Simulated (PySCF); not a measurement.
C₃H₄N₂S.
Bonds: N1–C2, C2–N3 (aromatic), N3–C4 (aromatic), C4–C5 (aromatic), C5–S6 (aromatic), C2–S6 (aromatic). Hydrogens: H7, H8 on N1; H9 on C4; H10 on C5.

Definitions: NICS(0) = −σiso at the ring centroid; NICS(1) = −σiso and NICS(1)zz = −σzz at ±1 Å along the ring normal z. Level: GIAO B97-2/pcSseg-2 (PySCF, non-relativistic, gas phase) on the PBE0-D3(BJ)/def2-TZVP geometry, one conformer.

Ring bond lengths (Å): C2–N3 1.297, N3–C4 1.367, C4–C5 1.354, C5–S6 1.723, S6–C2 1.738.

Problem. What do the NICS probes read (ppm)?

Solution. 
| ring | type | NICS(0) | NICS(1), two faces | NICS(1)zz, two faces | rms pucker (Å) | centre to ring atoms, mean (Å) |
| --- | --- | --- | --- | --- | --- | --- |
| C2–N3–C4–C5–S6 | 5-membered ring with N and S; formal bonds all aromatic | -10.6 | -8.1 / -7.9 | -21.7 / -21.3 | 0.00 | 1.27 |

Problem. What can be read from them?

Solution. 
- C2–N3–C4–C5–S6: mean NICS(1)zz -21.5 ppm, shielded, aromatic by this magnetic criterion (flat ring, no four-coordinate atom).

Problem. And the bond-length index? HOMA = 1 − mean of α(R − Ropt)² over the ring bonds, with Krygowski's 1993 parameters (CC: Ropt 1.388 Å, α 257.7 Å⁻²; CN: Ropt 1.334 Å, α 93.52 Å⁻²; CS: Ropt 1.677 Å, α 94.09 Å⁻²).

Solution. 
- C2–N3–C4–C5–S6: HOMA 0.78; the largest term is that of S6–C2, α(R − Ropt)² = 0.35. The geometric and the magnetic index point the same way.

Problem. What field does 11.7 T along the ring normal induce along that normal at the first NICS(1) probe listed for ring C2–N3–C4–C5–S6, 1 Å off the ring?

Solution. NICSzz × B0 = -21.7 ppm × 11.7 T = -254 μT, against the applied field.

Problem. How do the values depend on the level or the medium?

Solution. 
```
                               level  NICS(0), C2–N3–C4–C5–S6  mean NICS(1)zz, C2–N3–C4–C5–S6
                 B97-2/pcSseg-2, gas                    -10.6                           -21.5
                   KT3/pcSseg-2, gas                    -11.1                           -21.5
                  PBE0/pcSseg-2, gas                    -10.5                           -21.6
               wB97X-D/pcSseg-2, gas                    -10.2                           -21.3
   WP04/pcSseg-2, IEF-PCM chloroform                    -10.4                           -20.2
wB97X-D/pcSseg-2, IEF-PCM chloroform                     -9.8                           -21.0
```

The geometry is the same throughout; the continuum's cavity takes Bondi-type radii × 1.2.

Conformer computed: `[NH2:1][c:2]1[n:3][cH:4][cH:5][s:6]1`: H–N1–C2–N3 154°, H–N1–C2–N3 17°.
